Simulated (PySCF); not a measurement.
## Magnetic susceptibility: `FCl`, ClF

Geometry:
```
atom   x (Å)   y (Å)   z (Å)
  F1  -0.760  -0.256   0.165
 Cl2   0.763   0.257  -0.179
```

Computed with GIAO B3LYP/aug-cc-pVTZ magnetisability, rotational g tensor and spin-rotation constants, non-relativistic, gas phase in PySCF 2.14.0. Geometry: PBE0-D3(BJ)/def2-SVP.

Problem. How diamagnetic is it, and how anisotropic?

Solution. Isotropic -325 × 10⁻³⁰ J/T², or -19.6 × 10⁻⁶ cm³/mol; principal values -515, -230, -230 × 10⁻³⁰ J/T², anisotropy 285 × 10⁻³⁰ J/T² (root of half the summed squared differences of the principal values). The susceptibility is in cgs units.

Problem. Split it along the inertial axes a, b, c into diamagnetic and paramagnetic parts about the centre of mass, with the quadrupole moment.

Solution. 
```
axis  χ (10⁻⁶ cm³/mol)  diamagnetic (10⁻⁶ cm³/mol)  paramagnetic (10⁻⁶ cm³/mol)  summed x² of all electrons (Å²)  quadrupole Θ (D Å)
   a             -31.0                       -31.0                          0.0                             19.3               +1.28
   b             -13.8                       -97.3                         83.5                              3.7               -0.64
   c             -13.8                       -97.3                         83.5                              3.7               -0.64
```
Anisotropies 2χaa − χbb − χcc = -34.3 and 2χbb − χaa − χcc = +17.2 × 10⁻⁶ cm³/mol. Θ is traceless in Buckingham's convention.

Problem. And the rotational g tensor?

Solution. 
| axis | rotational constant (GHz) | g | nuclear part | electronic part |
| --- | --- | --- | --- | --- |
| b | 15.1991 | -0.1145 | 0.4816 | -0.5961 |
| c | 15.1991 | -0.1145 | 0.4816 | -0.5961 |

Linear; isotopes 35Cl, 19F; no vibrational averaging.
